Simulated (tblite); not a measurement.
Species: C2HFN2O.
SMILES: `o1cc(nn1)F`

Method: GFN2-xTB as coded in tblite; computed harmonic values from a numerical Hessian at the method's own geometry, unscaled. Errors from tens to a few hundred cm⁻¹ against measured bands are possible.

Harmonic wavenumbers (cm⁻¹): 325.7, 387.2, 633.0, 670.5, 705.2, 764.9, 826.4, 957.7, 1042.8, 1084.5, 1219.9, 1310.5, 1441.2, 1570.8, 3207.3.

A = 10148, B = 3715, C = 2720 MHz; mass 88.007 u (most abundant isotopes); point group Cs, symmetry number 1.

Question: Zero-point energy?

Answer: Half the sum of the wavenumbers: 8074 cm⁻¹ = 23.08 kcal/mol.

Question: What is S at 400 K and 1 bar for an ideal gas of classical rigid rotors and harmonic oscillators?

Answer: Translation 40.82, rotation 26.43, vibration 7.25: S = 74.5 cal/(mol K).

Question: And Cp and H(400 K) − H(0)?

Answer: Cp = 20.82 cal/(mol K), of which vibrations give 12.87 (their classical limit is 15 R = 29.8); H(400 K) − H(0) = 5.15 kcal/mol without the zero-point energy, 1.97 from vibrations.

Question: What must be added to the electronic energy to get the Gibbs energy at 400 K and 1 bar?

Answer: ZPE + [H(400 K) − H(0)] − T·S = 23.08 + 5.15 − 29.80 = -1.57 kcal/mol.

Question: Which modes carry the vibrational entropy at 400 K?

Answer: 325.7 cm⁻¹: 1.78; 387.2 cm⁻¹: 1.48; 633.0 cm⁻¹: 0.73; 670.5 cm⁻¹: 0.66; 705.2 cm⁻¹: 0.60; 764.9 cm⁻¹: 0.50 cal/(mol K); the other 9 give 1.49 together.

Time: 0.16 s of wall time. Hardware: one thread, Arm Neoverse N1 (aarch64), shared host. The figure is for the frequency step alone.
